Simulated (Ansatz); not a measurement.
**Isomers**

Structures of AlSiH3O, singlet, relaxed at PBE0-D4/def2-TZVP (vibrations not checked; lower isomers may exist, and structures with a doubtful reference or unclear bonds are left out). Computed with Ansatz 0.2.0 (basis: def2-TZVPP); correlated methods freeze the cores. B3LYP uses VWN-RPA correlation.

(1) Rank them by CCSD(T) energy, lowest first, and give each one's height above the lowest. Links in brackets join atoms within 1.22 times the sum of their covalent radii (1.1 for two metals). (Judge from chemistry; the value comes from the calculation.)
A.
AlSiH₃O ([OH][SiH][AlH])
```
6
angstrom
O 0.4470 -2.4037 0.7768
Si -0.5819 -1.1728 0.3570
Al 0.2186 1.1047 -0.0177
H -1.1605 -1.7055 -0.9251
H 0.9194 -2.2899 1.6036
H -0.3743 2.3227 0.8572
```
B.
AlSiH₃O ([AlH2][O][SiH])
```
6
angstrom
O 0.4124 -0.2453 0.1394
Al -0.5309 1.1141 -0.2216
Si 1.4379 -1.4559 0.5176
H 0.4666 -2.6361 0.2823
H -0.5213 1.6285 -1.7127
H -1.3412 1.7699 0.9623
```
C.
AlSiH₃O ([O]1[AlH][SiH2]1)
```
6
angstrom
O -0.8340 -0.6716 -0.2201
Al 0.7707 -1.1037 0.2946
Si -0.2212 0.8981 -0.1152
H 1.3976 -2.5263 0.5618
H -0.2055 1.6412 -1.4056
H -0.9076 1.7623 0.8846
```

(2) Do PBE-D4, r2SCAN-D4, PBE0-D4, B3LYP-D4, wB97M-V, HF, MP2 give the same order? (A judgement: the text doesn't fix the answer.)

The T1 diagnostic stays at or below 0.021. The restricted Hartree–Fock reference is unstable towards an unrestricted one at one or more of these structures.

For scale, one of the runs: CCSD(T)/def2-TZVPP, 157 basis functions, launched by `ansatz run in.yaml --threads 2 --pin off --events-out ev --progress --plain --max-ram 4352MiB`. Time: 14 s of wall clock on 2 CPU threads of an Arm Neoverse V2; the host was shared. Peak host memory: 0.98 GiB.

## Answers

(1) The calculation gives: B (0.00 kcal/mol), C (6.51 kcal/mol), A (40.80 kcal/mol). Heights count from the lowest.

(2) By the calculation: Lowest first: r2SCAN-D4 C < B < A. The others agree with CCSD(T).
